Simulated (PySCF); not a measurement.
AlF$_{3}$, charge +1, doublet, at a GFN2-xTB geometry of the parent state (such geometries of metal compounds can be far from the true shape) (a state made from the parent by changing its charge; the spin is typed, not shown lowest); CAMB3LYP/STO-3G run with PySCF.

Input for PySCF:
```python
from pyscf import gto, scf, dft

mol = gto.M(
    atom='''
Al    0.00000000   -0.00000000   -0.00000000
F    -0.02093275    1.63085400    0.03791596
F     1.42318261   -0.79710311   -0.02717492
F    -1.40224986   -0.83375089   -0.01074104
''',
    basis='sto-3g',
    charge=1,
    spin=1,
    verbose=5,
)

mf = dft.UKS(mol)
mf.xc = 'camb3lyp'
mf.kernel()
```

What the program printed (banner, timings and long lists left out):

```
PySCF version 2.14.0

[INPUT] verbose = 5
[INPUT] max_memory = 4000
[INPUT] num. atoms = 4
[INPUT] num. electrons = 39
[INPUT] charge = 1
[INPUT] spin (= nelec alpha-beta = 2S) = 1
[INPUT] symmetry False subgroup None
[INPUT] Mole.unit = angstrom
[INPUT] Symbol           X                Y                Z      unit          X                Y                Z       unit  Magmom
[...]
[INPUT] ---------------- BASIS SET ----------------
[INPUT] l, kappa, [nprim/nctr], expnt,             c_1 c_2 ...
[INPUT] F
[...]
                                30.360812         0.53532814
                                8.2168207         0.44463454
[...]
                                1.5022812         0.39951283
                                0.4885885         0.70011547
[...]
                                1.5022812         0.60768372
                                0.4885885         0.39195739
[INPUT] Al
[...]
                                64.01186067       0.5353281423
                                17.32410761       0.4446345422
[...]
                                4.391813233       0.3995128261
                                1.42835397        0.7001154689
[...]
                                0.3893265318      0.2255954336
                                0.1523797659      0.900398426
[...]
                                4.391813233       0.6076837186
                                1.42835397        0.3919573931
[...]
                                0.3893265318      0.5951670053
                                0.1523797659      0.462001012

nuclear repulsion = 159.358886085128
number of shells = 14
number of NR pGTOs = 72
number of NR cGTOs = 24
basis = sto-3g
ecp = {}

******** <class 'pyscf.dft.uks.UKS'> ********
method = UKS
initial guess = minao
damping factor = 0
level_shift factor = 0
DIIS = <class 'pyscf.scf.diis.CDIIS'>
diis_start_cycle = 1
diis_space = 8
diis_damp = 0
SCF conv_tol = 1e-09
SCF conv_tol_grad = None
SCF max_cycles = 50
direct_scf = True
direct_scf_tol = 1e-13
number electrons alpha = 20  beta = 19
XC library pyscf.dft.libxc version 7.1.2
    S. Lehtola, C. Steigemann, M. J. T. Oliveira, and M. A. L. Marques,  SoftwareX 7, 1–5 (2018)
XC functionals = camb3lyp
    T. Yanai, D. P. Tew, and N. C. Handy,  Chem. Phys. Lett. 393, 51 (2004)
radial grids:
    Treutler-Ahlrichs [JCP 102, 346 (1995); DOI:10.1063/1.469408] (M4) radial grids

becke partition: Becke, JCP 88, 2547 (1988); DOI:10.1063/1.454033
pruning grids: <function nwchem_prune>
grids dens level: 3
symmetrized grids: False
atomic radii adjust function: <function treutler_atomic_radii_adjust>
small_rho_cutoff = 0
Set gradient conv threshold to 3.16228e-05
atom Al rad-grids = 80, ang-grids = [ 50  50  50  50  50  50  50  50  50  50  50  50  50  50  50  50  50  50
  50  50  50  50  50  86  86  86  86  86  86  86  86  86  86  86  86  86
 350 350 350 350 350 350 350 350 350 434 434 434 434 434 434 434 434 434
 434 434 434 434 434 434 434 434 434 350 350 350 350 350 350 350 350 350
 350 350 350 350 350 350 350 350]
atom F rad-grids = 75, ang-grids = [ 50  50  50  50  50  50  50  50  50  50  50  50  50  50  50  50  50  50
  50  50  50  50  86  86  86  86  86  86  86  86  86 266 266 266 266 266
 266 302 302 302 302 302 302 302 302 302 302 302 302 302 302 302 302 302
 302 302 266 266 266 266 266 266 266 266 266 266 266 266 266 266 266 266
 266 266 266]
tot_boxes 1521, boxes in each direction [11 11  7]
Padding 2 grids
tot grids = 61968
nelec by numeric integration = [19.61033777 19.61033777]
E1 = -1058.9661897664434  E2 = 365.1366731280109  Ecoul = 414.53602308155473  Exc = -49.39934995354385
init E= -534.470630553305
cond(S) = 4.098585368761102

  alpha mo_energy =
[-5.54466866e+01 -2.48784928e+01 -2.48782999e+01 -2.48782984e+01
 -4.07296865e+00 -2.55674879e+00 -2.55674865e+00 -2.54711140e+00
 -1.50975890e+00 -1.45528343e+00 -1.45528297e+00 -7.05892670e-01
 -6.30978287e-01 -6.30976773e-01 -6.08626953e-01 -5.84084128e-01
[...]
 -1.44778605e+00 -1.42904919e+00 -1.42904037e+00 -7.25866509e-01
 -6.56899984e-01 -6.56888948e-01 -6.43766136e-01 -5.92033699e-01
 -5.92026952e-01 -5.41030530e-01 -5.41027043e-01 -4.04092210e-01
 -7.89029623e-02 -5.22019521e-02  2.20801777e-01  2.20804377e-01]
multiplicity <S^2> = 0.75339494  2S+1 = 2.0033921
nelec by numeric integration = [20.00001947 19.00001638]
E1 = -1055.4537192700432  E2 = 361.7464255416041  Ecoul = 411.55817508604446  Exc = -49.81174954444039
cycle= 7 E= -534.348407643311  delta_E= -1.7e-07  |g|= 4.36e-05  |ddm|= 0.000913
  alpha mo_energy =
[-5.58670384e+01 -2.47764736e+01 -2.47764521e+01 -2.47764118e+01
 -4.41722956e+00 -2.90431775e+00 -2.90431730e+00 -2.90402300e+00
 -1.47601513e+00 -1.45990869e+00 -1.45989398e+00 -7.35868711e-01
 -6.86906246e-01 -6.86904150e-01 -6.54062059e-01 -6.38566326e-01
 -6.32290078e-01 -6.32289123e-01 -6.05228142e-01 -6.05217068e-01
 -8.36998098e-02 -5.25115152e-02  2.12813190e-01  2.12815341e-01]
  beta  mo_energy =
[-5.58674608e+01 -2.47701578e+01 -2.47701364e+01 -2.47701095e+01
 -4.41792336e+00 -2.90514367e+00 -2.90514331e+00 -2.90463982e+00
 -1.44779193e+00 -1.42905653e+00 -1.42904502e+00 -7.25876630e-01
 -6.56902463e-01 -6.56889638e-01 -6.43778672e-01 -5.92040915e-01
 -5.92030913e-01 -5.41041964e-01 -5.41035541e-01 -4.04104069e-01
 -7.89016426e-02 -5.22047154e-02  2.20802447e-01  2.20805428e-01]
multiplicity <S^2> = 0.75339876  2S+1 = 2.0033959
nelec by numeric integration = [20.00001947 19.00001638]
E1 = -1055.4537390683045  E2 = 361.74644533596853  Ecoul = 411.5582038653311  Exc = -49.811758529362585
cycle= 8 E= -534.348407647208  delta_E= -3.9e-09  |g|= 2.12e-05  |ddm|= 0.000187
  alpha mo_energy =
[-5.58670369e+01 -2.47764683e+01 -2.47764547e+01 -2.47764099e+01
 -4.41722881e+00 -2.90431700e+00 -2.90431662e+00 -2.90402215e+00
 -1.47601469e+00 -1.45990757e+00 -1.45989428e+00 -7.35868280e-01
 -6.86905766e-01 -6.86903851e-01 -6.54061219e-01 -6.38565481e-01
 -6.32289462e-01 -6.32289266e-01 -6.05227190e-01 -6.05217276e-01
 -8.36999564e-02 -5.25111705e-02  2.12813642e-01  2.12815433e-01]
  beta  mo_energy =
[-5.58674594e+01 -2.47701517e+01 -2.47701399e+01 -2.47701071e+01
 -4.41792286e+00 -2.90514310e+00 -2.90514281e+00 -2.90463921e+00
 -1.44779110e+00 -1.42905513e+00 -1.42904475e+00 -7.25875721e-01
 -6.56900440e-01 -6.56888936e-01 -6.43777649e-01 -5.92039489e-01
 -5.92030525e-01 -5.41040775e-01 -5.41035656e-01 -4.04103752e-01
 -7.89016439e-02 -5.22053292e-02  2.20802639e-01  2.20805285e-01]
multiplicity <S^2> = 0.75339872  2S+1 = 2.0033958
nelec by numeric integration = [20.00001947 19.00001638]
E1 = -1055.4537389861819  E2 = 361.7464452537821  Ecoul = 411.5582040376328  Exc = -49.811758783850706
cycle= 9 E= -534.348407647272  delta_E= -6.38e-11  |g|= 2.01e-05  |ddm|= 6.29e-05
  alpha mo_energy =
[-5.58670350e+01 -2.47764752e+01 -2.47764506e+01 -2.47764014e+01
 -4.41722805e+00 -2.90431633e+00 -2.90431580e+00 -2.90402131e+00
 -1.47601398e+00 -1.45991047e+00 -1.45988996e+00 -7.35867564e-01
 -6.86905143e-01 -6.86903061e-01 -6.54060135e-01 -6.38564496e-01
 -6.32289633e-01 -6.32287823e-01 -6.05230821e-01 -6.05212141e-01
 -8.37000795e-02 -5.25111821e-02  2.12813126e-01  2.12816223e-01]
  beta  mo_energy =
[-5.58674576e+01 -2.47701591e+01 -2.47701373e+01 -2.47700967e+01
 -4.41792218e+00 -2.90514249e+00 -2.90514203e+00 -2.90463844e+00
 -1.44779030e+00 -1.42905791e+00 -1.42904035e+00 -7.25874726e-01
 -6.56901824e-01 -6.56885163e-01 -6.43776530e-01 -5.92043039e-01
 -5.92025310e-01 -5.41043283e-01 -5.41031924e-01 -4.04103308e-01
 -7.89015975e-02 -5.22057123e-02  2.20802228e-01  2.20805842e-01]
multiplicity <S^2> = 0.75339857  2S+1 = 2.0033957
nelec by numeric integration = [20.00001947 19.00001638]
E1 = -1055.4537386875522  E2 = 361.7464449567875  Ecoul = 411.5582039096223  Exc = -49.81175895283481
Extra cycle  E= -534.348407645637  delta_E= 1.64e-09  |g|= 5.05e-05  |ddm|= 0.000108
converged SCF energy = -534.348407645637  <S^2> = 0.75339857  2S+1 = 2.0033957
```
